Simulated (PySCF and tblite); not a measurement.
2,2-dimethylbutane, C6H14, numbered as in [CH3:1][CH2:2][C:3]([CH3:4])([CH3:5])[CH3:6].

Geometries PBE0-D3(BJ)/def2-SVP; weights from CAM-B3LYP-D3(BJ)/def2-TZVP (IEF-PCM, chloroform) energies and GFN2-xTB thermal corrections, with symmetry numbers and mirror pairs. Conformers within 3 kcal/mol (GFN2-xTB free energy) were kept, 8 at most. GIAO shieldings: wB97X-D/pcSseg-1 (IEF-PCM, chloroform). Shifts are against TMS (¹H), TMS (¹³C) at the same level. Programs: PySCF with density fitting and tblite.

Torsions listed: C1–C2–C3–C4.

```
conformer  shape  weight %  dipole D
        1    61°     100.0      0.06
```

(1) How do the computed shifts compare with measured ones?

Results:

(1) 
```json
{"nucleus": "¹H", "signal": "H1", "leading conformer": "0.93", "average": "0.93", "measured": "0.82", "medium": "not stated in the table (CDCl3 in this author's series)"}
{"nucleus": "¹H", "signal": "H2", "leading conformer": "1.05", "average": "1.05", "measured": "1.21", "medium": "not stated in the table (CDCl3 in this author's series)"}
{"nucleus": "¹H", "signal": "H4/H5/H6", "leading conformer": "0.87", "average": "0.87", "measured": "0.86", "medium": "not stated in the table (CDCl3 in this author's series)"}
```

Measured values: The use of chemical shift calculations in the conformational analysis of substituted benzenes, New J. Chem. 2019 (ESI). Mean difference for ¹H: -0.01 ppm, scatter 0.11 ppm. The computed shifts are unscaled and lack vibrational corrections.
